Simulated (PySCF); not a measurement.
# Löwdin shares of the frontier orbitals

Compound: 2H-azirine, C2H3N.
Geometry (PBE0-D3(BJ)/def2-SVP, Å), atoms numbered from 1 in this order:
```
atom  x, y, z in Å
C1     0.825   -0.050    0.042
N2     0.299   -0.872   -0.740
C3    -0.614    0.085    0.009
H4     1.819    0.233    0.398
H5    -1.091    0.876   -0.584
H6    -1.238   -0.346    0.802
```

Theory: TDDFT CAM-B3LYP/def2-SVPD, vertical, gas phase, core orbitals frozen in the response (PySCF).

Frontier orbitals with the atoms that hold most of them (Löwdin shares over 4%, at most four atoms; ? is withheld):

| orbital | ε (eV) | atoms |
| --- | --- | --- |
| LUMO+2 | 1.98 | C3 28%, H4 26%, C1 14%, H6 14% |
| LUMO+1 | 1.63 | C1 40%, C3 20%, H4 20%, H6 9% |
| LUMO | ? | ? |
| HOMO | -9.46 | N2 44%, C3 30%, C1 20% |
| HOMO-1 | -10.09 | ? |
| HOMO-2 | -12.32 | N2 50%, C1 23%, C3 16%, H4 5% |
| HOMO-3 | -14.78 | N2 30%, C3 30%, C1 24%, H5 6% |

Q: Which atoms hold the LUMO, and with what shares?

A: C1 (bonded to C, N and H) 42%; N2 (bonded to 2 C) 39%; H4 (bonded to C) 10%; C3 (bonded to C, N and 2 H) 8%. By element: carbon 50%, nitrogen 39%, hydrogen 10% or more.

Q: Give the leading atoms of the HOMO-1.

A: N2 (bonded to 2 C) 35%; C1 (bonded to C, N and H) 24%; C3 (bonded to C, N and 2 H) 22%; H5 (bonded to C) 9%. By element: carbon 45%, nitrogen 35%, hydrogen 9% or more.

Q: What is the LUMO energy, and the HOMO–LUMO gap?

A: ε(LUMO) = 0.57 eV; the gap is 10.03 eV (0.3687 hartree).

Q: The HOMO–LUMO gap is 10.03 eV. Where does the response calculation put the lowest singlet, and from which orbitals?

A: S1 is at 5.28 eV (f = 0.0003), 4.75 eV below the gap, made of HOMO→LUMO (99%). 

Q: One configuration dominates each of S1, S2, S3, S4 and S6. Which, and how do the shares of the two leading atoms of either orbital change from the occupied to the empty one?

A: 
- S1 (5.28 eV, f 0.0003), HOMO→LUMO (99%): N2 44% → 39%, C3 30% → 8%, C1 20% → 42%
- S2 (7.08 eV, f 0.036), HOMO-1→LUMO (92%): N2 35% → 39%, C1 24% → 42%
- S3 (7.83 eV, f 0.0006), HOMO-2→LUMO (96%): N2 50% → 39%, C1 23% → 42%
- S4 (8.02 eV, f 0.0071), HOMO→LUMO+1 (95%): N2 44% → at most 9%, C3 30% → 20%, C1 20% → 40%
- S6 (8.52 eV, f 0.0076), HOMO-1→LUMO+1 (94%): N2 35% → at most 9%, C1 24% → 40%, C3 22% → 20%

Löwdin shares depend on the basis, the more so with diffuse functions.
